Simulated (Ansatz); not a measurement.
The input, for Ansatz 0.2.0:

```yaml
crystal:
  periodic: [false, false, false]
  atoms:
    - {symbol: Al, position_ang: [-0.114373, 0.000000, 0.000000]}
    - {symbol: H, position_ang: [-0.907297, 1.373384, 0.000000]}
    - {symbol: H, position_ang: [-0.907297, -1.373384, 0.000000]}
    - {symbol: H, position_ang: [1.966627, 0.000000, 0.000000]}
    - {symbol: H, position_ang: [2.909627, 0.000000, 0.000000]}
basis:
  gaussian: {orbitals: 6-31G, fitting: {mean_field: def2-universal-jkfit}}
magnetization: {spin_polarized: false, initial_magnetization: 1}
hamiltonian: {xc: hf}
scf: {lower_state_search: full}
output: {orbitals: {seedname: orbitals}}
```

```sh
$ ansatz run in.yaml --threads 1 --pin off --events-out ev --progress --plain --max-ram 2393MiB
```

Log:

```
200 factors; integrals over basis functions are off by at most 9.9e-2 eV
mean field evaluation 1: about -6641.1899 eV, gradient 6.2e0 eV
mean field evaluation 2: about -6641.6011 eV, gradient 1.6e0 eV
mean field evaluation 4: about -6641.6447 eV, gradient 1.1e-1 eV
mean field evaluation 8: about -6640.8985 eV, gradient 2.8e0 eV
mean field evaluation 16: about -6640.4716 eV, gradient 1.3e0 eV
mean field evaluation 32: about -6623.2413 eV, gradient 3.0e1 eV
mean field -6641.64515084 eV, -244.0759574246 hartree, gradient 3.6e-6 eV, S^2 0.750000; 3 other end points of the search recorded, 0 dependent functions left out
reference -6641.64515084 eV, -244.0759574246 hartree; 9, 8 occupied and 12, 13 virtual orbitals, 200 factors
Total energy: -6641.64515084 eV, -244.0759574246 hartree
```

Ran on 1 thread of AMD EPYC 7R43, shared host: 0.18 s wall, 0.13 GiB peak host memory.
